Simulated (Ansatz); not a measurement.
**SiH₃ (doublet): the correlation ladder, 6-31G**

Aim: climb from Hartree-Fock through coupled cluster and multireference methods for SiH₃ (doublet) at one geometry and basis, and see what each rung misses.

Computed with Ansatz 0.2.0, Gaussian basis. Level: 6-31G, core rule «outside noble gas», up to 5 orbitals frozen.

Plan: UHF; CCSD(T) on ROHF; CCSD(T) on UHF; BCCD(T) on ROHF; CISD; CCSDT(Q) on ROHF; CCSDT(Q) on UHF; CISDTQ; CCSDTQ on ROHF; CCSDTQ on UHF; CASSCF and MRCISD+Q, 7 electrons in 7 orbitals; CASSCF and NEVPT2, 7 electrons in 7 orbitals; Full CI; Full CI, several states.

21 further runs of the same task are left out: 10 that didn't finish, 11 set aside as unsound or not needed.

**1. What is computed**

The geometry is a PBE0/def2-TZVP stationary point (not a proven minimum).

4 atoms, charge 0, spin multiplicity 2.

Atoms are counted from 1 here; the program's logs count them from 0.

Bond lengths: Si1–H2 1.486 Å, Si1–H3 1.486 Å, Si1–H4 1.486 Å. Angles: H2–Si1–H3 111.3°, H2–Si1–H4 111.3°, H3–Si1–H4 111.3°.

**2. UHF**

Input file in.yaml:

```yaml
crystal:
  periodic: [false, false, false]
  atoms:
    - {symbol: Si, position_ang: [0.000090, -0.000062, -0.043737]}
    - {symbol: H, position_ang: [1.415348, 0.014593, 0.409118]}
    - {symbol: H, position_ang: [-0.721058, 1.220018, 0.403029]}
    - {symbol: H, position_ang: [-0.696788, -1.232882, 0.406559]}
basis:
  gaussian: {orbitals: 6-31G}
magnetization: {spin_polarized: true, initial_magnetization: 1}
hamiltonian: {xc: hf}
output: {orbitals: {seedname: orbitals}}
```

Command:

```console
> ansatz run in.yaml --threads 1 --pin off --events-out ev --progress --plain --max-ram 2393MiB
```

After this run come: CCSD(T) on ROHF; CCSD(T) on UHF; BCCD(T) on ROHF; CISD; CCSDT(Q) on ROHF; CCSDT(Q) on UHF; CISDTQ; CCSDTQ on ROHF; CCSDTQ on UHF; CASSCF and MRCISD+Q, 7 electrons in 7 orbitals; CASSCF and NEVPT2, 7 electrons in 7 orbitals; Full CI; Full CI, several states.

Before running them: what should the planned runs give, taken together? Wanted: FCI below the RHF energy; RMP2 from FCI; UMP2 from FCI; RCCSD from FCI; RCCSD(T) from FCI; UCCSD(T) from FCI; RCCSDT(Q) from FCI; UCCSDT(Q) from FCI; NEVPT2 valence from FCI.

As calculated:

```
                         quantity                                                                                                                                        value
         FCI below the RHF energy                                                                                                                                   -1.9136 eV
                    RMP2 from FCI                                                                                                                                   +574.1 meV
                    UMP2 from FCI                                                                                                                                   +565.8 meV
                   RCCSD from FCI                                                                                                                                    +28.9 meV
                RCCSD(T) from FCI                                                                                                                                     +9.1 meV
                UCCSD(T) from FCI                                                                                                                                     +9.1 meV
               RCCSDT(Q) from FCI                                                                                                                                     +0.2 meV
               UCCSDT(Q) from FCI                                                                                                                                     +0.1 meV
          NEVPT2 valence from FCI                                                                                                                                   +167.5 meV
        MRCISD+Q valence from FCI                                                                                                                                     +8.6 meV
levels within 1 kcal/mol (43 meV)  RCCSD, UCCSD, RCCSD(T), UCCSD(T), BCCD(T), RCCSDT, UCCSDT, CISDTQ, RCCSDT(Q), UCCSDT(Q), RCCSDTQ, UCCSDTQ, MRCISD valence, MRCISD+Q valence
                    T1 diagnostic                                                                                                                                        0.013
   effectively unpaired electrons                                                                                                                                         1.02
```

**Reading.** RCCSD(T) lands +9.1 meV from the yardstick (0.5 % of the correlation energy). One determinant dominates. Of the multireference levels listed MRCISD+Q valence comes nearest in total energy (+8.6 meV), which doesn't show that its space is the better one. The next state among those solved, a doublet, lies 5.72 eV up. These misses are within one basis, not against nature; the frozen cores of restricted and unrestricted runs differ, which can shift their rows.
